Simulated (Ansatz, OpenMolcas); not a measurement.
**AlO (oxoaluminum): methods side by side**

The species is AlO (2 atoms), meant as a doublet with charge 0. SMILES: `[O]=[Al]`. Geometry: a GFN2-xTB relaxation, a rough one for these elements and not checked as a minimum.

```xyz
2

O     0.0000    0.0000    0.0000
Al    0.0000    0.0000    1.5700
```

Each level gives the energy change with the O1–Al2 bond stretched from 1.570 to 2.355 Å (eV). The values are calculated.

```json
{"level": "UHF/6-31G", "kind": "Hartree–Fock", "program": "Ansatz", "value (eV)": "0.19"}
{"level": "U-revPBE/6-31G", "kind": "GGA", "program": "Ansatz", "value (eV)": "1.09"}
{"level": "UBLYP/6-31G", "kind": "GGA", "program": "Ansatz", "value (eV)": "1.13"}
{"level": "U-r2SCAN/6-31G", "kind": "meta-GGA", "program": "Ansatz", "value (eV)": "1.25"}
{"level": "UB3LYP/6-31G", "kind": "global hybrid", "program": "Ansatz", "value (eV)": "1.00"}
{"level": "UHSE06/6-31G", "kind": "range-separated hybrid", "program": "Ansatz", "value (eV)": "1.00"}
{"level": "UB2PLYP/6-31G", "kind": "double hybrid", "program": "Ansatz", "value (eV)": "1.05"}
{"level": "UMP2/6-31G", "kind": "perturbation theory", "program": "Ansatz", "value (eV)": "0.12"}
{"level": "UBCCD(T)/6-31G", "kind": "coupled cluster or CI", "program": "Ansatz", "value (eV)": "0.94"}
{"level": "FCI/STO-3G", "kind": "exact in the basis", "program": "OpenMolcas", "value (eV)": "2.49"}
```

The first shape isn't each level's own minimum. The values span 0.12 to 2.49 eV. Spin contamination of the reference (⟨S²⟩ at least 0.1 too high) touches UHF/6-31G, UMP2/6-31G, UBCCD(T)/6-31G. All rows use very small basis sets, so none should be taken for the real molecule's value.
